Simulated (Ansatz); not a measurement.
A made-up structure of C2HS (charge -1), singlet:

```
4
angstrom
C -0.3714 0.6723 -0.3685
C 0.2266 -0.4103 0.2247
S 1.0348 -1.8733 1.0263
H -0.8900 1.6112 -0.8826
```

It is relaxed with PBE-D4/def2-SVPD and then PBE0-D4/def2-TZVPD (Ansatz 0.2.0). Atoms count as bonded within 1.22 times the sum of their covalent radii (H–H: 0.88 Å). The end point is not checked to be a true minimum.

(1) Does its bonding change? (A judgement: the text doesn't fix the answer.)

## Answers

(1) By the calculation: No: no bond forms or breaks.

Where it ends: The first stage lowers the energy by 1.15 eV in 5 steps. It ends as C₂HS ([CH][C][S]), total charge -1:
```xyz
4
angstrom
C -0.3316 0.6003 -0.3290
C 0.2023 -0.3663 0.2007
S 0.9239 -1.6725 0.9164
H -0.7946 1.4385 -0.7880
```

Labels in which every atom is bracketed show which atoms are joined, not bond orders.

For scale, one of the runs: PBE0-D4/def2-TZVPD relaxation, 129 basis functions, launched by `ansatz run in.yaml --threads 2 --pin off --events-out ev --progress --plain --max-ram 4352MiB`. The run took about 8.5 s on 2 CPU threads of an Arm Neoverse V2 (shared host).
